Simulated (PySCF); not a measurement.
Species: diethyl sulfide, C4H10S.
SMILES with atom numbers: `[CH3:1][CH2:2][S:3][CH2:4][CH3:5]` (hydrogens: H6, H7, H8 on C1; H9, H10 on C2; H11, H12 on C4; H13, H14, H15 on C5)

Structure used (GFN2-xTB), in Å, numbered top down from 1:
```
atom  x, y, z in Å
C1    -2.1678   -0.2071    0.1047
C2    -1.1826    0.8126   -0.4343
S3    -0.0639    0.1050   -1.6935
C4     1.1461   -0.7649   -0.6364
C5     2.1997    0.1688   -0.0717
H6    -2.8394    0.2657    0.8191
H7    -1.6527   -1.0229    0.6082
H8    -2.7573   -0.6240   -0.7085
H9    -0.5669    1.2378    0.3576
H10   -1.7040    1.6191   -0.9482
H11    1.5984   -1.5132   -1.2859
H12    0.5918   -1.2708    0.1532
H13    2.9078   -0.3922    0.5354
H14    2.7402    0.6571   -0.8789
H15    1.7461    0.9369    0.5517
```

Theory: TDDFT CAM-B3LYP/def2-SVPD, vertical, gas phase, core orbitals frozen in the response in PySCF 2.14.0, density-fitted response routines.

Ground-to-excited transition dipoles (e·a0, same axes as the geometry; the sign carries no meaning), for the states with f of 0.002 or more among the lowest 8:

```tsv
state	E (eV)	μx	μy	μz
S2	6.107	0.496	0.240	-0.003
S3	6.410	-0.145	0.146	0.019
S4	6.846	-0.019	0.020	-0.337
S5	7.175	-0.093	-0.280	-0.009
S6	7.240	0.010	-0.017	0.172
S7	7.882	-0.053	-0.397	0.000
S8	7.956	-0.014	0.033	-0.547
```

Problem. Work out the oscillator strengths.

Solution. f = (2/3) ΔE |μ|² with ΔE in hartree (27.2114 eV).

```tsv
state	|μ|² (au)	|μ| (D)	f
S2	0.304	1.40	0.045
S3	0.043	0.53	0.007
S4	0.114	0.86	0.019
S5	0.087	0.75	0.015
S6	0.030	0.44	0.005
S7	0.160	1.02	0.031
S8	0.301	1.39	0.059
```

Problem. What angle do the transition dipoles of S4 and S8 make?

Solution. |cos θ| = |μa·μb| / (|μa| |μb|) = 1.00, so θ ≈ 2° (taken between 0 and 90°, since the signs are arbitrary).

Problem. What peak molar absorption coefficient would the strongest computed level give as a lone Gaussian band 0.4 eV wide at half height?

Solution. ε(max) = 2.175×10⁸ f / FWHM, with the width in cm⁻¹. S8: 2.175×10⁸ × 0.0586 / 3226 ≈ 3900 L mol⁻¹ cm⁻¹.

One conformer stands for the species.

Without π bonds the low states may be Rydberg-like; a valence basis with one diffuse set may place them up to an eV too high.
